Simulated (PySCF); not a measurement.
## Relaxation of singlet CH2

Computed with PBE0 in PySCF with C def2-TZVP, H def2-TZVP; no relativity; density-fitted integrals. A (50,194) grid was used.

A start displaced from a saddle point along its imaginary mode, of C2v symmetry, held to at least that symmetry:

```xyz
3
charge 0 multiplicity 1, angstrom
C     0.0085    0.0183    0.0000
H    -0.0507   -0.1087    1.0673
H    -0.0507   -0.1087   -1.0673
```

Optimiser trace:
```json
{"step": "0", "E − E(last) (kJ/mol)": "122.09", "largest gradient (Eh/bohr)": "0.02825"}
{"step": "1", "E − E(last) (kJ/mol)": "85.82", "largest gradient (Eh/bohr)": "0.04642"}
{"step": "2", "E − E(last) (kJ/mol)": "29.70", "largest gradient (Eh/bohr)": "0.03051"}
{"step": "3", "E − E(last) (kJ/mol)": "23.81", "largest gradient (Eh/bohr)": "0.05560"}
{"step": "4", "E − E(last) (kJ/mol)": "2.07", "largest gradient (Eh/bohr)": "0.01275"}
{"step": "5", "E − E(last) (kJ/mol)": "0.21", "largest gradient (Eh/bohr)": "0.00269"}
{"step": "6", "E − E(last) (kJ/mol)": "0.00", "largest gradient (Eh/bohr)": "0.00039"}
{"step": "7", "E − E(last) (kJ/mol)": "0.00", "largest gradient (Eh/bohr)": "0.00002"}
```

It ends at C2v with C–H 1.112 Å (×2); H–C–H 101.6°. No frequency check is given, so it may be a saddle point.

At this level a triplet minimum of C2v symmetry lies 74 kJ/mol below this structure.

The relaxation took of the order of 10 core-seconds on a shared host.
